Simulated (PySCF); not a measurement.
Electric properties by functional and basis

Species: hydrogen methyl disulfide, CH4S2.
Z-matrix (Å and degrees, PBE0-D3(BJ)/def2-SVP geometry), rows numbered from 1:
```
C 
S   1  1.8106
S   2  2.0650  1  102.33
H   1  1.0985  2  110.92  3   -56.93
H   1  1.1012  2  105.87  3  -175.23
H   1  1.0997  2  111.43  3    66.27
H   3  1.3569  2   98.74  1   -87.98
```

PySCF, dipoles from the SCF density, polarisabilities from static response with core orbitals frozen. Geometry: PBE0-D3(BJ)/def2-SVP, one conformer, isolated molecule.

The anisotropy is √(½[(α1 − α2)² + (α2 − α3)² + (α3 − α1)²]).

| level | μ (D) | α (Å³) | anisotropy (Å³) |
| --- | --- | --- | --- |
| LDA/def2-SVPD | 1.827 | 8.85 | 3.58 |
| PBE/def2-SVPD | 1.782 | 8.77 | 3.56 |
| B3LYP/def2-SVPD | 1.777 | 8.58 | 3.45 |
| PBE0/def2-SVPD | 1.848 | 8.46 | 3.40 |
| BHandHLYP/def2-SVPD | 1.841 | 8.31 | 3.33 |
| CAM-B3LYP/def2-SVPD | 1.819 | 8.43 | 3.33 |
| wB97X-D/def2-SVPD | 1.887 | 8.36 | 3.31 |
| LC-wPBE/def2-SVPD | 1.910 | 8.16 | 3.19 |
| HF/def2-SVPD | 1.961 | 8.11 | 3.23 |
| PBE0/6-31G* | 2.064 | 6.36 | 3.60 |
| PBE0/def2-SVP | 1.860 | 6.24 | 3.55 |
| PBE0/6-31+G* | 2.036 | 7.24 | 3.26 |
| PBE0/aug-cc-pVDZ | 1.827 | 8.48 | 3.49 |
| PBE0/def2-TZVP | 1.811 | 7.46 | 3.76 |
| PBE0/def2-TZVPD | 1.774 | 8.64 | 3.51 |
| PBE0/aug-cc-pVTZ | 1.782 | 8.63 | 3.50 |

The dipole runs from 1.77 D (PBE0/def2-TZVPD) to 2.06 D (PBE0/6-31G*). No reference polarisability is at hand; against PBE0 in the largest diffuse basis at hand (aug-cc-pVTZ) the other PBE0 rows deviate by 6-31G* -26%, def2-SVP -28%, 6-31+G* -16%, def2-SVPD -2%, aug-cc-pVDZ -2%, def2-TZVP -14%, def2-TZVPD 0%. In one basis (def2-SVPD) the functionals order the polarisability from HF (lowest) to LDA (highest), a spread of 9%. With PBE0 the polarisability is 6.69 Å³ without diffuse functions (mean of 6-31G*, def2-SVP and def2-TZVP) and 8.29 Å³ with them (mean of 6-31+G*, def2-SVPD, aug-cc-pVDZ, def2-TZVPD and aug-cc-pVTZ).
